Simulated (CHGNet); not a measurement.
**Rock-salt ZrC**

Calculation: the machine-learned potential CHGNet 0.3.0 (trained on PBE and PBE+U data).

Cell (relaxed at this level):

```
ZrC
1.0
    0.00000     2.36027     2.36027
    2.36027     0.00000     2.36027
    2.36027     2.36027     0.00000
Zr C
1 1
Direct
  0.00000   0.00000   0.00000
  0.50000   0.50000   0.50000
```

For rock-salt ZrC, the equilibrium lattice constant a is 4.721 Å and the volume per atom is 13.15 Å³/atom.

Measured, for comparison: lattice constant a 4.696 Å, equilibrium volume per atom 12.95 Å³/atom (temperature not stated, not corrected to a static lattice; as tabulated in Zhang et al. (2018), doi:10.1088/1367-2630/aac7f0). Computed (rounded) less measured: lattice constant a +0.5 %, equilibrium volume per atom +1.5 %.

A machine-learned potential is trained on density-functional data: it inherits that level's misses and adds fitting errors of its own.
